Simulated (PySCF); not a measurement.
Si(NH2)H3.
SMILES: `N[SiH3]`

The closed-shell ground state was solved at several levels (PySCF, density fitting, gas phase, non-relativistic). Isolated species at its PBE0-D3(BJ)/def2-SVP geometry, gas phase.

```json
{"level": "B3LYP/pcSseg-1", "basis functions": "66", "HOMO (eV)": "-7.12", "LUMO (eV)": "0.38", "gap (eV)": "7.50", "dipole (D)": "1.38"}
{"level": "PBE0/pcSseg-1", "basis functions": "66", "HOMO (eV)": "-7.37", "LUMO (eV)": "0.65", "gap (eV)": "8.02", "dipole (D)": "1.38"}
```

(1) Estimate the row for wB97X-D/def2-SVPD, a basis of 84 functions; the other rows only guide the guess.

(2) Over all these levels, which gives the widest orbital gap and which the narrowest?

(3) How far do the dipole and the HOMO energy spread over the levels?

Answers

(1) HOMO -9.40 eV, LUMO 1.90 eV, gap 11.30 eV, dipole 1.30 D.

(2) wB97X-D/def2-SVPD (range-separated hybrid) has the widest, 11.30 eV, and B3LYP/pcSseg-1 (global hybrid, 20 % exact exchange) the narrowest, 7.50 eV. Functional and basis both differ between the two, so the spread mixes both effects.

(3) The dipole runs from 1.30 to 1.38 D (mean 1.35 D) and the HOMO from -9.40 to -7.12 eV.
